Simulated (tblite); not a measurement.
C₄H₁₂NP.
SMILES with atom numbers: `[CH3:1][CH:2]([CH3:3])[P:4]([CH3:5])[NH2:6]` (hydrogens: H7, H8, H9 on C1; H10 on C2; H11, H12, H13 on C3; H14, H15, H16 on C5; H17, H18 on N6)

Geometry (GFN2-xTB, Å), atoms numbered from 1 in this order:
```xyz
18
C4H12NP angstrom
C      1.467   -1.206    0.002
C      0.690    0.092   -0.179
C      1.526    1.275    0.302
P     -0.923    0.031    0.784
C     -1.818   -1.219   -0.248
N     -1.644    1.410    0.028
H      0.920   -2.055   -0.403
H      1.653   -1.389    1.059
H      2.428   -1.146   -0.509
H      0.434    0.237   -1.236
H      1.018    2.217    0.105
H      1.711    1.197    1.372
H      2.487    1.295   -0.211
H     -1.722   -0.974   -1.305
H     -2.871   -1.210    0.032
H     -1.423   -2.212   -0.052
H     -1.293    2.266    0.448
H     -2.648    1.397    0.181
```

Computed values, GFN2-xTB/tblite, gas phase, harmonic and unscaled. Against measured fundamentals such values can be off by several per cent, at times by over 20. One conformer, not necessarily the lowest.

Harmonic wavenumbers (cm⁻¹): 38.8, 156.3, 171.2, 185.9, 210.2, 222.0, 252.6, 298.0, 316.9, 323.0, 427.7, 649.4, 719.5, 768.1, 838.5, 842.5, 879.1, 931.2, 937.2, 955.1, 982.6, 1044.8, 1130.5, 1168.9, 1234.0, 1288.6, 1309.4, 1404.3, 1416.6, 1438.8, 1460.2, 1490.7, 1493.1, 1500.8, 1501.6, 1511.8, 2897.3, 2996.4, 2998.8, 3002.0, 3005.9, 3012.5, 3018.7, 3027.5, 3029.8, 3034.1, 3361.2, 3380.2.

A = 3726, B = 2302, C = 1622 MHz; mass 105.071 u (most abundant isotopes); point group C1, symmetry number 1.

Task: What is the zero-point energy?

Result: Half the sum of the wavenumbers: 34132 cm⁻¹ = 97.59 kcal/mol.

Task: Entropy at 500 K, 1 bar (ideal gas, RRHO, classical rotation)?

Result: Translation 42.46, rotation 29.08, vibration 43.49: S = 115.0 cal/(mol K).

Task: And Cp and H(500 K) − H(0)?

Result: Cp = 51.15 cal/(mol K), of which vibrations give 43.20 (their classical limit is 48 R = 95.4); H(500 K) − H(0) = 15.29 kcal/mol without the zero-point energy, 11.31 from vibrations.

Task: Blend soft modes into free rotors: weight 1/[1 + (100 cm⁻¹/ν̃)⁴] for the oscillator and the rest for a rotor with moment μB/(μ + B), μ = h/(8π²ν), B = 10⁻⁴⁴ kg m². What vibrational entropy results?

Result: 41.27 cal/(mol K) in place of 43.49, which changes −T·S at 500 K by +1.11 kcal/mol.

Task: What must be added to the electronic energy to get the Gibbs energy at 500 K and 1 bar?

Result: ZPE + [H(500 K) − H(0)] − T·S = 97.59 + 15.29 − 57.51 = 55.37 kcal/mol.

Task: How do the functions run with temperature in this model?

Result: 
```tsv
T (K)	S (cal/(mol K))	Cp (cal/(mol K))	H − H(0) (kcal/mol)	G − H(0) (kcal/mol)	ln q(vib)
150	73.5	22.8	2.21	-8.81	2.36
250	87.1	31.1	4.91	-16.85	4.70
298.15	92.9	35.2	6.51	-21.19	5.83
400	104.5	43.7	10.53	-31.25	8.20
600	124.9	57.4	20.73	-54.23	12.75
900	151.0	71.3	40.19	-95.75	19.18
```

q(vib) and H(0) count from the zero-point level.

Task: Which modes carry the vibrational entropy at 500 K?

Result: 38.8 cm⁻¹: 6.34; 156.3 cm⁻¹: 3.59; 171.2 cm⁻¹: 3.41; 185.9 cm⁻¹: 3.25; 210.2 cm⁻¹: 3.02; 222.0 cm⁻¹: 2.91 cal/(mol K); the other 42 give 20.96 together.

Hindered rotation and anharmonicity are outside this model. Other conformers, if any are populated, would add a mixing term that is left out. The structure is chiral; the term R ln 2 for an equal mix with its mirror image is left out.
